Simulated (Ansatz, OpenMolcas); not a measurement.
**From Ansatz to OpenMolcas**

This Ansatz 0.2.0 job computes CHClF2 (difluorochloromethane):

input.yaml:
```yaml
crystal:
  periodic: [false, false, false]
  atoms:
    - symbol: F
      position_ang: [0.038900, -0.568100, 1.222300]
    - symbol: C
      position_ang: [0.109400, 0.023600, 0.028300]
    - symbol: F
      position_ang: [0.844200, -0.745900, -0.776900]
    - symbol: Cl
      position_ang: [-1.511000, 0.208900, -0.640800]
    - symbol: H
      position_ang: [0.568600, 1.007800, 0.125800]
basis:
  gaussian:
    orbitals: def2-SVP
hamiltonian:
  xc: hf
accuracy: high
output:
  forces: true
  orbitals: {seedname: orbitals}
```

```bash
$ ansatz run input.yaml --threads 1 --pin off --max-ram 2610MiB --events-out events.jsonl --progress --plain --runs-dir runs
```

Geometry: relaxed at PBE0-D4/def2-TZVP.

It gives a total energy of -696.480535 Eh.

**Question.** How is this level of theory, on these atoms, set up in OpenMolcas 26.06 as an input file of the program's own?

**Answer.** One way, which was run:

mol.input:
```
>>> EXPORT MOLCAS_PRINT=2

&GATEWAY
  BasLib
  $CurrDir
  Coord
  5
  angstrom
  F        0.038900      -0.568100       1.222300
  C        0.109400       0.023600       0.028300
  F        0.844200      -0.745900      -0.776900
  Cl      -1.511000       0.208900      -0.640800
  H        0.568600       1.007800       0.125800
  Basis
  def2-SVP
  Group
  NoSym

&SEWARD

&SCF
  Thresholds
  1e-10 1e-07 1e-07 1e-05
  PrOrbitals
  1

&ALASKA
```

```bash
$ export MOLCAS_MEM=1860
$ pymolcas mol.input > mol.log
```

(Basis files named in the input come from the Basis Set Exchange and aren't shown.)

Its energy is -696.480535 Eh, 0.000 mEh from the first.
